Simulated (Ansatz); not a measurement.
The input, for Ansatz 0.2.0:

```yaml
crystal:
  periodic: [false, false, false]
  atoms:
    - {symbol: B, position_ang: [0.064568, 0.023749, 1.109841]}
    - {symbol: Al, position_ang: [-0.100306, 0.032123, -0.907965]}
    - {symbol: O, position_ang: [-0.023685, -0.000301, -2.515045]}
    - {symbol: H, position_ang: [0.059423, -0.055571, 2.313169]}
basis:
  gaussian: {orbitals: cc-pVDZ}
magnetization: {spin_polarized: true, initial_magnetization: 1}
correlation: {method: ccsdt_q, electrons: outside_noble_gas}
```

```sh
$ ansatz run in.yaml --threads 1 --pin off --events-out ev --progress --plain --max-ram 2393MiB
```

Log:

```
886 factors; integrals over basis functions are off by at most 1.2e-7 eV
mean field evaluation 1: about -9296.2855 eV, gradient 3.8e1 eV
mean field evaluation 2: about -9296.3202 eV, gradient 3.8e1 eV
mean field evaluation 4: about -9303.9537 eV, gradient 4.8e0 eV
mean field evaluation 8: about -9304.3187 eV, gradient 2.9e-1 eV
mean field evaluation 16: about -9304.3228 eV, gradient 1.6e-4 eV
mean field evaluation 32: about -9304.3216 eV, gradient 1.5e-1 eV
mean field evaluation 64: about -9298.6124 eV, gradient 2.4e1 eV
mean field evaluation 96: about -9304.1523 eV, gradient 3.1e0 eV
mean field evaluation 128: about -9304.3044 eV, gradient 9.9e-2 eV
mean field evaluation 160: about -9304.3153 eV, gradient 2.4e-1 eV
...
cycle  34  -9.40872441 eV  change   -2.7e-6 eV  update   1.3e-5
cycle  35  -9.40872918 eV  change   -4.8e-6 eV  update   1.3e-5
cycle  36  -9.40872619 eV  change    3.0e-6 eV  update   1.2e-5
cycle  37  -9.40872279 eV  change    3.4e-6 eV  update   1.3e-5
cycle  38  -9.40872218 eV  change    6.1e-7 eV  update   7.7e-6
cycle  39  -9.40871969 eV  change    2.5e-6 eV  update   6.1e-6
cycle  40  -9.40872098 eV  change   -1.3e-6 eV  update   3.4e-6
cycle  41  -9.40872155 eV  change   -5.7e-7 eV  update   2.6e-6
cycle  42  -9.40872371 eV  change   -2.2e-6 eV  update   2.2e-6
cycle  43  -9.40872436 eV  change   -6.5e-7 eV  update   1.4e-6
perturbative correction -0.07566702 eV, -0.0027807117 hartree
Total energy: -9313.80723816 eV, -342.2761028770 hartree
```

Ran on 1 thread of AMD EPYC 9R45, shared host: 97 s wall, 0.81 GiB peak host memory.
